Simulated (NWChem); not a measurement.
# Correlation energy of methyl formate (C₂H₄O₂)

```xyz
8

C     -1.3748    -0.3031     0.1031
O     -0.0616    -0.8209     0.2551
C      0.9305     0.0230    -0.0131
O      0.8004     1.1597    -0.3652
H     -1.5542     0.0098    -0.9363
H     -2.0599    -1.1132     0.3778
H     -1.5314     0.5666     0.7583
H      1.9011    -0.4932     0.1413
```
Charge 0, spin multiplicity 1.

All runs are NWChem calculations. Structure: optimised with PBE0/def2-SVP, a minimum by its harmonic frequencies. It is one conformer; others weren't searched.

Basis set: cc-pVDZ. Each correlation energy counts from its own Hartree-Fock reference.

The correlated methods keep 4 core orbitals frozen. Coupled-cluster values serve here as a point of comparison, not as the truth.

```
method        correlation energy (mHa)
------------  ------------------------
RI-MP2                          -637.2
MP2                             -637.1
SCS-MP2                              ?
CCSD                                 ?
CCSD+T(CCSD)                         ?
CCSD(T)                              ?
```

**Question.** What belongs in the gaps?

**Answer.** 
- SCS-MP2, correlation energy (mHa): -622.9
- CCSD, correlation energy (mHa): -664.4
- CCSD+T(CCSD), correlation energy (mHa): -686.2
- CCSD(T), correlation energy (mHa): -684.5
